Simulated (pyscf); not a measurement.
Thermochemistry of product channels of `[Cl][Zr]([Cl])([Cl])[Cl]` + `[FH]` on the singlet surface, in kcal/mol, from ωB97M-D3(BJ)/def2-TZVP energies (ideal gas, 1 atm, RRHO with modes under 100 cm⁻¹ raised to 100, one conformer, R ln 2 for chiral ones without a mode under 150 cm⁻¹). Optimised with ωB97X-D3(BJ)/def2-SVP in PySCF.

```
products                                 ΔE  ΔH(298 K)  ΔG(298 K)   ΔG(900 K)
-----------------------------------  ------  ---------  ---------  ----------
`[F][Cl]` + `[Cl][ZrH]([Cl])[Cl]`    +116.6     +114.2     +112.5  (withheld)
`[ClH]` + `[F][Zr]([Cl])([Cl])[Cl]`    -5.7       -7.0       -7.9        -9.8
```

Complete the blanks.


- `[F][Cl]` + `[Cl][ZrH]([Cl])[Cl]`, ΔG(900 K): +109.4

These are energies of the channels, which say nothing of barriers. Elements past Kr carry the def2 core potentials, without spin-orbit coupling.
